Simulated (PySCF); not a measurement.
Trifluoromethoxymethane, `COC(F)(F)F`. The calculation used PySCF, PBE0-D3(BJ)/def2-TZVP geometry optimisation, gas phase.

```
atom  x, y, z in Å
C1    -1.1893    0.0469   -0.1241
O2     0.0444    0.7559   -0.2161
C3     1.1305    0.0792    0.1620
F4     1.3283   -1.0327   -0.5630
F5     2.1838    0.8640    0.0124
F6     1.0765   -0.3114    1.4450
H7    -1.4076   -0.2133    0.9130
H8    -1.1655   -0.8522   -0.7418
H9    -1.9466    0.7303   -0.4990
```

**Question.** Give the dihedral angles C1–O2–C3–F6, H8–C1–O2–C3, C1–O2–C3–F4, C1–O2–C3–F5, H9–C1–O2–C3.

**Answer.** C1–O2–C3–F6 -61° (synclinal); H8–C1–O2–C3 -59° (synclinal); C1–O2–C3–F4 60° (synclinal); C1–O2–C3–F5 180° (antiperiplanar); H9–C1–O2–C3 -178° (antiperiplanar). Dihedral signs follow IUPAC: positive where, seen along the central bond, the front bond turns clockwise onto the rear one.

**Question.** What is the longest distance between nuclei?

**Answer.** F5···H9, 4.16 Å; the next longest distance is 3.86 Å.

**Question.** What is the repulsion energy of the bare nuclei, Σ ZA·ZB/RAB?

**Answer.** 281.67 Eh over 36 pairs, with full nuclear charges and distances in bohr; the largest single term is 21.62 Eh (C3 with F5).

**Question.** Where is the centre of mass (commonest isotopes), and what is the radius of gyration?

**Answer.** Mass 100.014 u; centre at (0.826, 0.041, 0.137) Å; Rg = √(Σ m r²/M) = 1.452 Å. As Ia + Ib + Ic = 2 Σ m r², the three principal moments sum to 421.6 u·Å².

**Question.** How far apart are these pairs, which share no bond: C1···C3, C1···F6, O2···H9, F4···F6, F5···H8, F6···H9, H8···H9?

**Answer.** C1···C3 2.338 Å (2 bonds apart); C1···F6 2.779 Å (3 bonds apart); O2···H9 2.011 Å (2 bonds apart); F4···F6 2.148 Å (2 bonds apart); F5···H8 3.838 Å (4 bonds apart); F6···H9 3.742 Å (4 bonds apart); H8···H9 1.781 Å (2 bonds apart).

**Question.** What are the angles H8–C1–H9, O2–C1–H8, C1–O2–C3, O2–C3–F5?

**Answer.** From the scalar product of the two bond vectors; for H8–C1–H9 it is -0.4009 Å² over 1.0911 × 1.0868 Å², cos θ = -0.3381. H8–C1–H9 109.8°; O2–C1–H8 110.7°; C1–O2–C3 115.7°; O2–C3–F5 108.4°.

**Question.** Write the matrix of distances between heavy atoms (Å, lower triangle).

**Answer.** 
```
C1    0.000
O2    1.426  0.000
C3    2.338  1.334  0.000
F4    2.774  2.229  1.342  0.000
F5    3.473  2.154  1.322  2.159  0.000
F6    2.779  2.228  1.342  2.148  2.159  0.000
```

The point group is Cs within 0.08 Å; differences among equivalent distances and angles are scatter left by the optimiser. Not checked by PBE0-D3(BJ)/def2-TZVP frequencies.
